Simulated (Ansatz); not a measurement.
Solid chlorine

The numbers are results of PBE0-D3(BJ) (Ansatz, a program for electronic structure, PAW), not measurements.

Cell: relaxed with PBE-D3(BJ): a = 6.592 Å, b = 4.071 Å, c = 8.093 Å, α = β = γ = 90.00°.

| Property | Result |
|---|---|
| lattice energy | 29 kJ/mol |
